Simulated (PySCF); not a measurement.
Species: difluoromethyl isocyanide, C2HF2N.
Geometry (PBE0-D3(BJ)/def2-SVP, Å), atoms numbered from 1 in this order:
```
atom  x, y, z in Å
C1     2.0983    0.3491    0.1535
N2     0.9424    0.1544    0.0582
C3    -0.4434   -0.0828    0.0071
F4    -1.0476    0.9425   -0.5958
F5    -0.6786   -1.1932   -0.6942
H6    -0.8467   -0.1997    1.0270
```

Method: MP2 and CCSD/aug-cc-pVDZ in PySCF, restricted Hartree–Fock reference, 5 core orbitals frozen, non-relativistic, gas phase, PBE0-D3(BJ)/def2-SVP geometry.

E(HF) = -329.64262 Eh.

**Question.** How large is the problem?

**Answer.** 124 basis functions and 38 electrons; 5 orbitals frozen, which leaves o = 14 correlated occupied and v = 105 virtual orbitals. That is o·v = 1470 singles and o·v(o·v + 1)/2 = 1081185 distinct closed-shell doubles amplitudes before symmetry; the costliest CCSD step grows as o²v⁴ = 2.4 × 10^10.

**Question.** What are the MP2 and CCSD correlation energies?

**Answer.** MP2 -0.8131 Eh and CCSD -0.8321 Eh, which gives totals of -330.45568 and -330.47470 Eh. That is 0.809 eV for each correlated electron at CCSD (2185 kJ/mol in all, 0.252 % of the total energy); MP2 gives 97.7 % of the CCSD value.

**Question.** What is the T1 diagnostic?

**Answer.** 0.0150, below the customary warning level of 0.02. It is the norm of the spatial-orbital singles amplitudes over the root of the number of correlated electrons, so the norm is 0.079.

**Question.** How does correlation change the dipole moment?

**Answer.** HF gives 2.18 D and CCSD (unrelaxed density) 2.39 D, a change of +0.21 D; the two vectors are 12° apart.

No triples correction and no basis-set extrapolation were made.

The job also held the EOM ionisation and excitation roots. The run took 19 min on an Arm Neoverse V2 with one thread, no GPU, on a shared host, and the process peaked at 2.5 GiB of memory.
